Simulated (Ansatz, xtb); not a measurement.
# Two isomers of C3H6F

We compare I, `C[CH]CF`, a doublet, with II, `CC[CH]F`, a doublet. Both are isolated molecules in the gas phase, relaxed with B3LYP/6-31G*; the shapes shown needn't be the lowest conformers.

I (Å):

| atom | x (Å) | y (Å) | z (Å) |
| --- | --- | --- | --- |
| C | 0.2577 | -0.8498 | 2.5124 |
| C | 0.7685 | -1.1170 | 1.1372 |
| C | 0.9269 | -0.0170 | 0.1496 |
| F | -0.1552 | 0.8673 | 0.2054 |
| H | 1.0545 | -0.4830 | 3.1853 |
| H | -0.1540 | -1.7543 | 2.9737 |
| H | -0.5211 | -0.0805 | 2.4923 |
| H | 1.2594 | -2.0614 | 0.9157 |
| H | 1.8326 | 0.5868 | 0.3427 |
| H | 1.0022 | -0.4075 | -0.8742 |

II (Å):

```yaml
atoms:
  - { symbol: C, position_ang: [-1.2918, -0.3190, -0.7232] }
  - { symbol: C, position_ang: [-0.7645, 0.4935, 0.4813] }
  - { symbol: C, position_ang: [0.6914, 0.3146, 0.7272] }
  - { symbol: F, position_ang: [1.0697, -0.9435, 1.0652] }
  - { symbol: H, position_ang: [-0.8082, -0.0032, -1.6544] }
  - { symbol: H, position_ang: [-2.3738, -0.1883, -0.8385] }
  - { symbol: H, position_ang: [-1.0874, -1.3848, -0.5799] }
  - { symbol: H, position_ang: [-1.3201, 0.1963, 1.3822] }
  - { symbol: H, position_ang: [-0.9564, 1.5627, 0.3277] }
  - { symbol: H, position_ang: [1.4606, 0.8404, 0.1639] }
```

Quicker runs give these differences E(II) − E(I): GFN2-xTB −0.042 eV; HF/STO-3G −0.291 eV (at GFN2-xTB geometries); r2SCAN-D4/def2-SVP 0.000 eV (at GFN2-xTB geometries).

Task: Estimate E(II) − E(I) at the level CCSD(T)/def2-SVP + ΔMP2/def2-TZVPP.

Result: Too close to call at this level: CCSD(T)/def2-SVP + ΔMP2/def2-TZVPP gives E(II) − E(I) = −0.034 eV.

The same difference at several levels:

```csv
level,geometry,E(II) − E(I) (eV),departure from the last row (eV),"job, with rough time for the two"
GFN2-xTB,GFN2-xTB,−0.042,−0.008,"optimisation, 0.23 s"
HF/STO-3G,GFN2-xTB,−0.291,−0.258,"single point, 0.32 s"
r2SCAN-D4/def2-SVP,GFN2-xTB,0.000,+0.033,"single point, 6.9 s"
B3LYP/6-31G*,B3LYP/6-31G*,−0.053,−0.020,"optimisation, 66 s"
HF/def2-SVP,B3LYP/6-31G*,+0.021,+0.055,part of the CCSD(T) run
MP2/def2-SVP,B3LYP/6-31G*,−0.070,−0.037,part of the CCSD(T) run
CCSD(T)/def2-SVP,B3LYP/6-31G*,−0.053,−0.020,single point
CCSD(T)/def2-SVP + ΔMP2/def2-TZVPP,B3LYP/6-31G*,−0.034,,"single point, 60 s"
```

As drawn, both hold the same kinds of bond in the same numbers.

The largest departure from CCSD(T)/def2-SVP + ΔMP2/def2-TZVPP is that of HF/STO-3G, 0.258 eV. The last row adds to CCSD(T) the change of the MP2 difference between the two basis sets, here +0.020 eV.

With harmonic frequencies from B3LYP/6-31G* (ideal gas, rigid rotor, one conformer each, 298.15 K, 1 atm): the zero-point term adds +0.029 eV; ΔH is −0.013 and ΔG +0.012 eV.

Open shells are spin-unrestricted. The correlated steps freeze 4 core orbitals. Programs: Ansatz 0.2.0, xtb 6.7.1; the last row on 1 thread of Arm Neoverse V2 on a shared host.
